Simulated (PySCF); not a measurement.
# Simulated absorption spectrum

SiH3PH2, H5PSi.
InChI=1S/H5PSi/c1-2/h1H2,2H3

The calculation used TDDFT wB97X-D/def2-SVPD, vertical, gas phase, core orbitals frozen in the response in PySCF. Isolated species at its GFN2-xTB geometry, gas phase.

Each state is given a Gaussian of 0.3 eV full width at half maximum, with ε(max) = 2.175×10⁸ f / Δν̃ (Δν̃ the width in cm⁻¹). The width is an assumption, not a result. The curve ends short of the highest state used, and states not computed would add to its high-energy end.

(E (eV), ε (L mol⁻¹ cm⁻¹)): (6.27, 2), (6.36, 26), (6.44, 147), (6.52, 608), (6.60, 1835), (6.68, 4060), (6.77, 6964), (6.85, 8959), (6.93, 11486), (7.01, 16270), (7.09, 20822), (7.17, 19835), (7.26, 12133), (7.34, 5451), (7.42, 2529), (7.50, 2701), (7.58, 3818), (7.67, 3977), (7.75, 2784), (7.83, 1341), (7.91, 445), (7.99, 103), (8.07, 33), (8.16, 164)

Problem. Where are the band maxima, and which computed states make them?

Solution. 174 nm (7.12 eV), ε about 21000, made up of S3 (97%); 162 nm (7.63 eV), ε about 4100, made up of S4 (78%) and S5 (22%) (ε in L mol⁻¹ cm⁻¹; maxima over ε = 5, shares over 10%). At its high-energy end, 8.16 eV, the curve is still rising (ε about 160, from S6 and S7). The states used: S1 6.72 eV (f 0.014); S2 6.84 eV (f 0.070); S3 7.13 eV (f 0.231); S4 7.62 eV (f 0.036); S5 7.68 eV (f 0.011); S6 8.51 eV (f 0.069); S7 8.59 eV (f 0.086); S8 8.76 eV (f 0.031).

Problem. Coming from long wavelengths, where does ε first pass 100 L mol⁻¹ cm⁻¹?

Solution. At about 193 nm (6.42 eV), 0.30 eV below S1.

Problem. What would ε be at 7.12 eV, the highest of these maxima, with half the width (0.15 eV)?

Solution. About 41200 L mol⁻¹ cm⁻¹ against 21300, a factor of about 1.9; a lone state at its own centre would give exactly 2.

Problem. On this curve, what absorbance would a 10⁻³ mol/L sample give at 193 nm over a 1 cm path?

Solution. 193 nm is 6.424 eV, where ε is about 110 L mol⁻¹ cm⁻¹, so A = ε c l ≈ 0.11 (Beer–Lambert, with the gas-phase spectrum and the assumed width).
